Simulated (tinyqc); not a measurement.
Extended Hueckel theory, for BH3, step by step. Computed by tinyqc, a small Python program that keeps every step (integrals from PySCF). Settings: charge = 0, K = 2.0, weighted = 1, multiplicity = 1. Command: `OMP_NUM_THREADS=1 python tinyqc.py 24653 24654 out.jsonl` (the two numbers bound the seeds that draw the settings). One thread of a shared host (Intel(R) Xeon(R) Processor @ 2.60GHz), about 0.01 s of CPU time with the checks.

## Overlaps

Geometry (angstrom):
```
atom        x        y       z
B      0.0000   0.0000  0.0110
H      1.1360   0.0000  0.0000
H     -0.5680   0.9840  0.0000
H     -0.5680  -0.9840  0.0000
```

Parameters chosen for this run:
```
element  shell  Slater exponent  H_ii (eV)
B           2s           1.3000   -15.2000
B           2p           1.3000    -8.5000
H           1s           1.3000   -13.6000
```

Slater orbitals, each expanded in six Gaussians scaled to its exponent.

overlap S, order 1B 2s, 1B 2px, 1B 2py, 1B 2pz, 2H 1s, 3H 1s, 4H 1s:
```
[[1.0000, 0.0000, 0.0000, 0.0000, 0.5138, 0.5137, 0.5137],
 [0.0000, 1.0000, 0.0000, 0.0000, 0.5469, -0.2734, -0.2734],
 [0.0000, 0.0000, 1.0000, 0.0000, 0.0000, 0.4737, -0.4737],
 [0.0000, 0.0000, 0.0000, 1.0000, -0.0053, -0.0053, -0.0053],
 [0.5138, 0.5469, 0.0000, -0.0053, 1.0000, 0.1084, 0.1084],
 [0.5137, -0.2734, 0.4737, -0.0053, 0.1084, 1.0000, 0.1083],
 [0.5137, -0.2734, -0.4737, -0.0053, 0.1084, 0.1083, 1.0000]]
```

## Wolfsberg-Helmholz matrix

diagonal H_ii (eV): [-15.2000, -8.5000, -8.5000, -8.5000, -13.6000, -13.6000, -13.6000]

K = 2.0000

H_ij = K' S_ij (H_ii + H_jj)/2 for i != j (the diagonal keeps H_ii), with K' = K + D^2 + D^4 (1 - K), D = (H_ii - H_jj)/(H_ii + H_jj), K = 2.

H (eV), order 1B 2s, 1B 2px, 1B 2py, 1B 2pz, 2H 1s, 3H 1s, 4H 1s:
```
[[-15.2000, 0.0000, 0.0000, 0.0000, -14.8205, -14.8182, -14.8182],
 [0.0000, -8.5000, 0.0000, 0.0000, -12.3922, 6.1947, 6.1947],
 [0.0000, 0.0000, -8.5000, 0.0000, 0.0000, -10.7316, 10.7316],
 [0.0000, 0.0000, 0.0000, -8.5000, 0.1200, 0.1200, 0.1200],
 [-14.8205, -12.3922, 0.0000, 0.1200, -13.6000, -2.9473, -2.9473],
 [-14.8182, 6.1947, -10.7316, 0.1200, -2.9473, -13.6000, -2.9459],
 [-14.8182, 6.1947, 10.7316, 0.1200, -2.9473, -2.9459, -13.6000]]
```

## Orbitals

valence electrons = 6

Solve H C = S C e through S^(-1/2); fill by pairs from the bottom, a degenerate level sharing its electrons equally; each orbital has its largest coefficient positive (the first on a tie).

orbital energies (eV): [-21.5278, -15.5513, -15.5508, -8.5004, 20.2886, 20.2901, 39.6507]

occupations: [2.0000, 2.0000, 2.0000, 0.0000, 0.0000, 0.0000, 0.0000]

coefficients, order 1B 2s, 1B 2px, 1B 2py, 1B 2pz, 2H 1s, 3H 1s, 4H 1s:
```
[[0.5077, 0.0000, 0.0000, 0.0088, 0.0000, -0.0009, 1.6144],
 [0.0000, 0.0000, 0.4499, 0.0000, 0.0000, 1.3455, 0.0011],
 [0.0000, 0.4498, 0.0000, 0.0000, 1.3455, 0.0000, 0.0000],
 [-0.0004, 0.0000, 0.0000, 1.0000, 0.0000, 0.0000, -0.0172],
 [0.2849, 0.0000, 0.5441, -0.0019, 0.0000, -1.0990, -0.8397],
 [0.2849, 0.4712, -0.2721, -0.0019, -0.9522, 0.5502, -0.8384],
 [0.2849, -0.4712, -0.2721, -0.0019, 0.9522, 0.5502, -0.8384]]
```

sum of one-electron energies = -105.2600 eV

## Mulliken analysis

P = C n C^T; charge = valence electrons (B 3, H 1) minus the sum of (P S)_ii on the atom; overlap population = 2 sum P_ij S_ij between two atoms.

charges: [0.4257, -0.1419, -0.1419, -0.1419]

Overlap populations:
```
pair      value
2-1    0.832828
3-1    0.832758
3-2   -0.028981
4-1    0.832758
4-2   -0.028981
4-3   -0.028965
```
